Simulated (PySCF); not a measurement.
**[NO2]− (SMILES O=N[O-]): wB97X-V/STO-3G**

Aim: the vertical ionisation energy of [NO2]− at wB97X-V/STO-3G, from 2 runs. 

The calculation is run with PySCF 2.14.0.

24 further runs of the same task are left out: 10 that didn't finish, 14 set aside as unsound or not needed.

### 1 The molecule

[NO2]− has 3 atoms, charge -1, and is taken as a singlet. SMILES: `O=N[O-]`. The shape is that of a PBE0-D4/def2-TZVPD optimisation.

Bond lengths: O1–N2 1.245 Å, N2–O3 1.245 Å. Angles: O1–N2–O3 116.8°.

### 2 A single-point energy at wB97X-V/STO-3G

Input file calc.py:

```python
from pyscf import gto, dft

mol = gto.M(
    atom='''
O    0.322840   0.992650   0.287620
N    0.325750  -0.245400   0.151990
O   -0.648590  -0.747260  -0.439610
''',
    charge=-1,
    max_memory=1860,
    verbose=3,
    basis='sto-3g',
)

mf = dft.RKS(mol)
mf.xc = 'wb97x-v'
mf.grids.level = 5
mf.nlcgrids.level = 1
mf.conv_tol = 1e-10
mf.kernel()
if not mf.converged:
    mf = mf.newton().run(mf.mo_coeff, mf.mo_occ)

e_tot = mf.e_tot
print('E = %.10f Eh' % e_tot)
```

Run with:

```sh
$ OMP_NUM_THREADS=1 python calc.py
```

The log of the run:

```text
converged SCF energy = -202.097316149959
E = -202.0973161500 Eh
```

It took 9.6 s on 1 thread of Arm Neoverse V1, shared host; peak memory 0.18 GiB.

### 3 Doublet neutral NO2 at the same level

Input file start.xyz:

```xyz
3
NO2
O      0.322840     0.992650     0.287620
N      0.325750    -0.245400     0.151990
O     -0.648590    -0.747260    -0.439610
```

Input file run.py:

```python
from pyscf import gto, dft

mol = gto.M(
    atom='start.xyz',
    verbose=3,
    max_memory=1860,
    spin=1,
    basis='sto-3g',
)

mf = dft.UKS(mol)
mf.xc = 'wb97x-v'
mf.nlcgrids.level = 1
mf.conv_tol = 1e-10
mf.grids.level = 5
mf.kernel()
if not mf.converged:
    mf = mf.newton().run(mf.mo_coeff, mf.mo_occ)

etot = mf.e_tot
print('Final energy', etot)
```

Run with:

```sh
$ OMP_NUM_THREADS=1 python run.py
```

The log of the run:

```text
WARN: HOMO -0.18594507225678 >= LUMO -0.185945072256781

converged SCF energy = -202.223437173259  <S^2> = 0.75495222  2S+1 = 2.0049461
Final energy -202.22343717325924
```

It took 13 s on 1 thread of Arm Neoverse V1, shared host; peak memory 0.19 GiB.

### 4 What came out

At wB97X-V/STO-3G:

| quantity | value |
| --- | --- |
| singlet [NO2]−: total energy | -202.09732 Eh |
| singlet [NO2]−: HOMO energy | 5.62 eV |
| singlet [NO2]−: LUMO energy | 15.99 eV |
| singlet [NO2]−: HOMO–LUMO gap (to an unbound level, set by the basis) | 10.38 eV |
| doublet neutral NO2: total energy | -202.22344 Eh |
| doublet neutral NO2: dipole moment | 0.12 D |
| doublet neutral NO2: HOMO energy (highest over α and β) | -7.53 eV |
| doublet neutral NO2: LUMO energy (lowest over α and β) | 1.29 eV |
| doublet neutral NO2: ⟨S²⟩ | 0.755 |
| vertical detachment energy (to the doublet neutral) | -3.432 eV |

The species is unbound against losing an electron at this level, by 3.43 eV (−331 kJ/mol); missing correlation or diffuse functions can give that sign where the real anion is bound. In a minimal basis such a difference can be off by several eV, whatever the method. Mulliken charges (singlet [NO2]−) run from -0.41 on O1 to -0.18 on N2. The HOMO (singlet [NO2]−) lies at positive energy, 5.62 eV; only total energies tell whether the electron is bound.
